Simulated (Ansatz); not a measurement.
`C=C(F)C(F)F` → `F[C]F` + `C=CF` at 500 K and 1 bar (formal loss of a carbene).

Gas-phase electronic energies from Ansatz, PBE0-D4/def2-TZVP geometries. CCSD(T)/CBS adds triple-zeta CCSD(T) − MP2 to the extrapolated MP2 energy (def2 sets, frozen cores). This one scheme is used for every species. Each species was taken in one conformer, which may not be the lowest.

```csv
species,CCSD(T)/CBS energy (Eh),H − E (kJ/mol),S (J/(mol·K))
`C=C(F)C(F)F`,-415.29924,191.3,375.5
`F[C]F`,-237.54028,37.4,262.4
`C=CF`,-177.66469,139.4,282.9
```

H − E and S are ideal-gas, rigid-rotor, harmonic terms from PBE0-D4/def2-TZVP, for one conformer and one mirror image of each species. 1 Eh = 2625.50 kJ/mol, R = 8.31446 J/(mol·K).

Problem. By hand: ΔE, ΔH, ΔS and ΔG.

Solution. ΔE = (-237.54028) + (-177.66469) − (-415.29924) = 0.09427 Eh = 247.5 kJ/mol. Δ(H − E) = 37.4 + 139.4 − 191.3 = -14.5, so ΔH = 233.0 kJ/mol. ΔS = 262.4 + 282.9 − 375.5 = 169.8 J/(mol·K). ΔG = 233.0 − 500 × (169.8)/1000 = 148.1 kJ/mol.

Problem. By hand: the equilibrium constant, and the temperature at which ΔG would vanish if ΔH and ΔS stayed fixed.

Solution. log₁₀ K = −ΔG/(RT ln 10) = -15.5. ΔG = 0 at ΔH/ΔS = 1372 K.

The number of gas molecules changes by +1, which sets the sign of ΔS. A doubt of 5 kJ/mol in ΔE shifts log₁₀ K by 0.5 here. Other conformers and mirror images would add mixing entropy, several J/(mol·K) or more a flexible species. These are equilibria of isolated gas molecules and say nothing of rates. Largest T1 diagnostic: 0.017 (customary marks: 0.02 for closed shells, 0.045 for open ones).
